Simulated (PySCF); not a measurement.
# CH3LiO (SMILES [Li][O]C): levels of theory compared

Aim: a comparison of 5 runs (HF/STO-3G, HF/def2-SVP, r2SCAN/3-21G, PBE/def2-SVP, PBE0/def2-SVP) of CH3LiO. The job is set up through a Python script.

The results are computed with PySCF 2.14.0.

### Step 1. The system as given

CH3LiO: 6 atoms, total charge 0, spin state singlet. SMILES: `[Li][O]C`. The shape is that of a PBE0-D4/def2-TZVP optimisation.

Bond lengths: Li1–O2 1.576 Å, O2–C3 1.366 Å, C3–H4 1.105 Å, C3–H5 1.105 Å, C3–H6 1.105 Å. Angles: Li1–O2–C3 180.0°, O2–C3–H4 112.7°, O2–C3–H5 112.7°, O2–C3–H6 112.7°, H4–C3–H5 106.1°, H4–C3–H6 106.1°, H5–C3–H6 106.1°.

### Step 2. Energy and gradient at HF/STO-3G (run 1)

job.py reads:

```python
# [Li][O]C
import pyscf.grad
from pyscf import gto, scf

system = gto.M(
    atom='''
Li  -1.839400  -1.015400  -1.240600
O   -0.645300  -0.365700  -0.443200
C    0.389500   0.197500   0.247700
H    1.028500  -0.554300   0.746000
H    1.061700   0.790000  -0.399500
H    0.047100   0.884000   1.043500
''',
    max_memory=1860,
    verbose=3,
    charge=0,
    spin=0,
    basis='sto-3g',
)

calc0 = scf.RHF(system)
calc0.conv_tol = 1e-10
calc0.kernel()
if not calc0.converged:
    calc0 = calc0.newton().run(calc0.mo_coeff, calc0.mo_occ)

e_final = calc0.e_tot
print('Final energy', e_final)
grad = calc0.Gradients().kernel()
dip = calc0.dip_moment()
pop, q = calc0.mulliken_pop()
```

Run with:

```
$ OMP_NUM_THREADS=1 python job.py
```

Log:

```text
converged SCF energy = -120.345752637172
Final energy -120.34575263717176
--------------- RHF gradients ---------------
         x                y                z
0 Li    -0.0464309038    -0.0252600900    -0.0310075827
1 O     0.0708822103     0.0385614790     0.0473358020
2 C    -0.0326715211    -0.0177616939    -0.0218372405
3 H     0.0038672599    -0.0018137700     0.0028419837
4 H     0.0039804001     0.0029670497    -0.0012364800
5 H     0.0003725546     0.0033070251     0.0039035175
----------------------------------------------
Dipole moment(X, Y, Z, Debye): -1.92502, -1.04733, -1.28554
 ** Mulliken pop  **
pop of  0 Li 1s           1.98479
pop of  0 Li 2s           0.12870
pop of  0 Li 2px          0.19458
pop of  0 Li 2py          0.24720
pop of  0 Li 2pz          0.23598
pop of  1 O 1s            1.99719
pop of  1 O 2s            1.76602
pop of  1 O 2px           1.37686
pop of  1 O 2py           1.60213
pop of  1 O 2pz           1.55426
pop of  2 C 1s            1.99231
pop of  2 C 2s            1.16854
pop of  2 C 2px           0.91021
pop of  2 C 2py           0.98721
pop of  2 C 2pz           0.97084
pop of  3 H 1s            0.96106
pop of  4 H 1s            0.96106
pop of  5 H 1s            0.96106
 ** Mulliken atomic charges  **
charge of    0Li =      0.20876
charge of    1O =     -0.29645
charge of    2C =     -0.02913
charge of    3H =      0.03894
charge of    4H =      0.03894
charge of    5H =      0.03894
```

Wall time 1.2 s (1 thread of Intel Xeon at 2.70GHz, shared host); peak memory 0.12 GiB.

### Step 3. Energy and gradient at HF/def2-SVP (run 2)

calc.py reads:

```python
import pyscf.grad
from pyscf import gto, scf

mol = gto.Mole()
mol.atom = '''
Li    -3.475962    -1.918828    -2.344394
O     -1.219440    -0.691073    -0.837527
C      0.736048     0.373221     0.468085
H      1.943583    -1.047475     1.409736
H      2.006322     1.492884    -0.754946
H      0.089006     1.670518     1.971929
'''
mol.unit = 'bohr'
mol.basis = 'def2-svp'
mol.max_memory = 1860
mol.charge = 0
mol.verbose = 3
mol.build()

mf = scf.RHF(mol)
mf.conv_tol = 1e-10
mf.kernel()
if not mf.converged:
    mf = mf.newton().run(mf.mo_coeff, mf.mo_occ)

e_tot = mf.e_tot
print('E(%s) = %.9f' % ('HF', e_tot))
grad = mf.Gradients().kernel()
dip = mf.dip_moment()
pop, q = mf.mulliken_pop()
```

Run with:

```
$ OMP_NUM_THREADS=1 python calc.py
```

Log:

```text
converged SCF energy = -121.846062782534
E(HF) = -121.846062783
--------------- RHF gradients ---------------
         x                y                z
0 Li     0.0007324311     0.0003995676     0.0004883447
1 O    -0.0101600991    -0.0055354283    -0.0067809624
2 C     0.0086007762     0.0046969334     0.0057249770
3 H     0.0007904744    -0.0013602688     0.0006478733
4 H     0.0008410454     0.0008212698    -0.0012134306
5 H    -0.0008046280     0.0009779263     0.0011331980
----------------------------------------------
Dipole moment(X, Y, Z, Debye): -3.87784, -2.10980, -2.58965
 ** Mulliken pop  **
pop of  0 Li 1s           1.99088
pop of  0 Li 2s           0.04881
pop of  0 Li 3s          -0.00736
pop of  0 Li 2px          0.04784
pop of  0 Li 2py          0.02916
pop of  0 Li 2pz          0.03313
pop of  0 Li 3px          0.04220
pop of  0 Li 3py          0.06661
pop of  0 Li 3pz          0.06141
pop of  1 O 1s            1.99079
pop of  1 O 2s            1.02364
pop of  1 O 3s            0.81748
pop of  1 O 2px           0.89811
pop of  1 O 2py           0.98326
pop of  1 O 2pz           0.96517
pop of  1 O 3px           0.66012
pop of  1 O 3py           0.78054
pop of  1 O 3pz           0.75494
pop of  1 O 3dxy          0.00196
pop of  1 O 3dyz          0.00106
pop of  1 O 3dz^2         0.00080
pop of  1 O 3dxz          0.00251
pop of  1 O 3dx2-y2       0.00134
pop of  2 C 1s            1.98910
pop of  2 C 2s            0.84755
pop of  2 C 3s            0.13570
pop of  2 C 2px           0.63296
pop of  2 C 2py           0.66201
pop of  2 C 2pz           0.65584
pop of  2 C 3px           0.19055
pop of  2 C 3py           0.25213
pop of  2 C 3pz           0.23903
pop of  2 C 3dxy          0.02001
pop of  2 C 3dyz          0.01791
pop of  2 C 3dz^2         0.00781
pop of  2 C 3dxz          0.01988
pop of  2 C 3dx2-y2       0.01011
pop of  3 H 1s            0.78040
pop of  3 H 2s            0.23775
pop of  3 H 2px           0.00730
pop of  3 H 2py           0.00974
pop of  3 H 2pz           0.00648
pop of  4 H 1s            0.78041
pop of  4 H 2s            0.23773
pop of  4 H 2px           0.00777
pop of  4 H 2py           0.00781
pop of  4 H 2pz           0.00795
pop of  5 H 1s            0.78041
pop of  5 H 2s            0.23774
pop of  5 H 2px           0.00388
pop of  5 H 2py           0.00908
pop of  5 H 2pz           0.01057
 ** Mulliken atomic charges  **
charge of    0Li =      0.68733
charge of    1O =     -0.88173
charge of    2C =      0.31942
charge of    3H =     -0.04168
charge of    4H =     -0.04167
charge of    5H =     -0.04167
```

Run time: 1.8 s. Hardware: 1 thread of Intel Xeon at 2.70GHz, shared host; peak memory 0.12 GiB.

Runs 3 to 4 aren't shown in full; the table further down has their settings and results.

### Step 4. Energy and gradient at PBE0/def2-SVP (run 5)

calc.py reads:

```python
from pyscf import gto, dft

mol = gto.M(
    atom='''
Li  -1.839400  -1.015400  -1.240600
O   -0.645300  -0.365700  -0.443200
C    0.389500   0.197500   0.247700
H    1.028500  -0.554300   0.746000
H    1.061700   0.790000  -0.399500
H    0.047100   0.884000   1.043500
''',
    basis='def2-svp',
    verbose=4,
    spin=0,
    max_memory=1860,
)

mf = dft.RKS(mol)
mf.xc = 'pbe0'
mf.grids.level = 5
mf.conv_tol = 1e-10
mf.kernel()
if not mf.converged:
    mf = mf.newton().run(mf.mo_coeff, mf.mo_occ)

e_final = mf.e_tot
print(f'total energy: {e_final:.8f} hartree')
grad = mf.nuc_grad_method().kernel()
mf.analyze()
```

Run with:

```
$ OMP_NUM_THREADS=1 python calc.py
```

Log:

```text
PySCF version 2.14.0

[... 92 lines left out ...]
Nuclear Repulsion Energy =              46.923074362142636
[... 9 lines left out ...]
MO #4   energy= -0.906760252542221 occ= 2
[... 7 lines left out ...]
MO #12  energy= 0.0609387413944065 occ= 0
[... 7 lines left out ...]
MO #20  energy= 0.506092465402984  occ= 0
[... 7 lines left out ...]
MO #28  energy= 0.78059178822893   occ= 0
[... 7 lines left out ...]
MO #36  energy= 1.59853826503882   occ= 0
[... 7 lines left out ...]
MO #44  energy= 2.36448622282585   occ= 0
[... 7 lines left out ...]
MO #52  energy= 3.49791642869168   occ= 0
[... 61 lines left out ...]
Dipole moment(X, Y, Z, Debye): -3.56354, -1.93883, -2.37974
```

It took 11 s on 1 thread of Intel Xeon at 2.70GHz, shared host; peak memory 0.54 GiB.

### Step 5. Overview of the runs

| run | level | integration grid | energy (Eh) | dipole moment (D) | HOMO energy (eV) | LUMO energy (eV) | wall time |
| --- | --- | --- | --- | --- | --- | --- | --- |
| 1 | HF/STO-3G | – | -120.345753 | 2.54 | -7.53 | 2.55 | 1.2 s |
| 2 | HF/def2-SVP | – | -121.846063 | 5.12 | -9.24 | 0.27 | 1.8 s |
| 3 | r2SCAN/3-21G | 5 | -121.923717 | 4.05 | -4.02 | -1.15 | 11 s |
| 4 | PBE/def2-SVP | 5 | -122.420122 | 4.44 | -4.06 | -1.47 | 13 s |
| 5 | PBE0/def2-SVP | 5 | -122.430178 | 4.70 | -5.47 | -0.95 | 11 s |

### Step 6. Outcome

| quantity | value |
| --- | --- |
| run 5: total energy | -122.43018 Eh |
| run 5: dipole moment | 4.70 D |
| run 5: HOMO energy | -5.47 eV |
| run 5: LUMO energy | -0.95 eV |
| run 5: HOMO–LUMO gap | 4.52 eV |
| run 5: largest force on an atom | 0.774 eV/Å |

In words: The dipole moment (its size) runs from 2.54 D (HF/STO-3G) to 5.12 D (HF/def2-SVP). The HOMO–LUMO gap runs from 2.58 eV (PBE/def2-SVP) to 10.08 eV (HF/STO-3G). The two ends differ in method and basis. Totals of different functionals can't be ranked against each other. In run 1 the basis is minimal, so the values are rough. All runs together took 37 s, the longest 13 s.
